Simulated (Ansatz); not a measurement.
# HOSSi radical: an energy map over bond length Si2–S3 and angle S3–Si2–O1

How does the energy of HOSSi, SMILES [O][SiH]=S, spin multiplicity 2 change over two coordinates at once? A grid of runs gives the map.

Computed with Ansatz 0.2.0. Level: UKS r2SCAN0-D4/def2-SVP.

## 1. Where the work starts

SMILES `[O][SiH]=S`, 4 atoms, charge 0, spin multiplicity 2.

Atoms are counted from 1 here; the program's logs count them from 0.

Bond lengths: O1–Si2 1.580 Å, Si2–S3 2.044 Å, Si2–H4 1.499 Å. Angles: O1–Si2–S3 115.3°, O1–Si2–H4 123.5°, S3–Si2–H4 121.2°.

Geometry (Å):

| atom | x (Å) | y (Å) | z (Å) |
| --- | --- | --- | --- |
| O1 | -1.5256 | -0.1838 | 0.5046 |
| Si2 | -0.0711 | 0.1321 | -0.0263 |
| S3 | 1.2695 | -1.4025 | 0.1306 |
| H4 | 0.3272 | 1.4542 | -0.6089 |

## 3. Setting up the map

First coordinate, bond length Si2–S3: 9 values from 1.792 to 2.917 Å. Second coordinate, angle S3–Si2–O1: 9 values from 98.3 to 148.3 °.

Nothing else is relaxed (all other coordinates rigid). Energies count from the relaxed molecule at the same level. Points are written as (first, second).

(The set-up runs are not shown.)

## 4. Grid point (2.073 Å, 123.3°)

File input.yaml:

```yaml
crystal:
  periodic: [false, false, false]
  atoms:
    - { symbol: O, position_ang: [-1.576306, -0.131654, 0.500801] }
    - { symbol: Si, position_ang: [-0.154774, 0.111053, 0.005298] }
    - { symbol: S, position_ang: [1.338389, -1.324816, 0.083213] }
    - { symbol: H, position_ang: [0.386269, 1.353617, -0.590351] }
magnetization:
  spin_polarized: true
  initial_magnetization: 1
basis:
  gaussian: { orbitals: def2-SVP }
hamiltonian:
  xc: { name: r2SCAN0 }
  dispersion: d4
output:
  forces: true
```

Command:

```
> ansatz run input.yaml --threads 1 --pin off --max-ram 2560MiB --backend cpu --events-out ev --progress --plain --runs-dir out
```

Further runs follow: the other points that were computed.

Q: Predict the outcome of this session. Wanted: lowest point; dipole moment.

As calculated:

| quantity | value |
| --- | --- |
| lowest point | (2.073 Å, 123.3°), 0.0009 eV |
| highest computed point (blank points may lie higher) | (2.917 Å, 98.3°), 2.47 eV above the lowest |
| dipole moment (D) | 1.77 at (2.776 Å, 148.3°) to 4.18 at (2.776 Å, 98.3°); 3.36 at the lowest point |
| time for the whole task | 14 min on 1 thread, shared host |

The lowest computed point is at (2.073 Å, 123.3°), 0.0009 eV from the relaxed molecule at the same level. The grid is coarse, so the lowest point of the scanned range may lie between grid points; coordinates that were held can hide deeper minima. No other kind of well shows on this grid. The highest computed point, (2.917 Å, 98.3°), lies 2.47 eV above the lowest. Round the minimum the valley is somewhat tilted: raising bond length Si2–S3 shifts the best value of angle S3–Si2–O1 upwards (coupling k₁₂/√(k₁₁k₂₂) about −0.2).
